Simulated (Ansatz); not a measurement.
The input, for Ansatz 0.2.0:

```yaml
crystal:
  periodic: [false, false, false]
  atoms:
    - {symbol: Si, position_ang: [0.080919, -0.069607, 1.272070]}
    - {symbol: Al, position_ang: [-0.083955, 0.019133, -1.361637]}
    - {symbol: H, position_ang: [-0.007335, 1.427366, 1.004373]}
basis:
  gaussian: {orbitals: cc-pVTZ}
correlation: {active_space: {ras: {orbitals: [4, 0, 68], electrons: 8, max_holes: 2, max_particles: 2}, fixed_orbitals: true}}
scf: {lower_state_search: off}
output: {forces: true}
```

```sh
$ ansatz run in.yaml --threads 1 --pin off --events-out ev --progress --plain --max-ram 2393MiB
```

Output:

```
these checks for a lower state are left out or cut short: starts, cluster_reference, orbital_swaps, neighbouring_geometries, increment
503 factors; integrals over basis functions are off by at most 1.2e-3 eV
mean field evaluation 1: about -14456.1441 eV, gradient 1.3e1 eV
mean field evaluation 2: about -14456.1466 eV, gradient 1.3e1 eV
mean field evaluation 4: about -14457.4472 eV, gradient 1.6e0 eV
mean field evaluation 8: about -14457.4804 eV, gradient 2.0e-1 eV
mean field evaluation 16: about -14457.5922 eV, gradient 1.0e0 eV
mean field -14458.58523372 eV, -531.3432069581 hartree, gradient 2.2e-6 eV, S^2 0.000000; 1 other end points of the search recorded, 0 dependent functions left out
reference -14458.58523372 eV, -531.3432069581 hartree; 14, 14 occupied and 68, 68 virtual orbitals, 503 factors
Error: with vectors over 55209 determinants and the model space of their search the run needs 2.65 GiB of the host's memory, and 2.33 GiB are given
refused for memory
```

The run gave no result to rely on (out of memory).

Ran on 1 thread of Intel Xeon, shared host: 0.93 s wall, 0.17 GiB peak host memory.
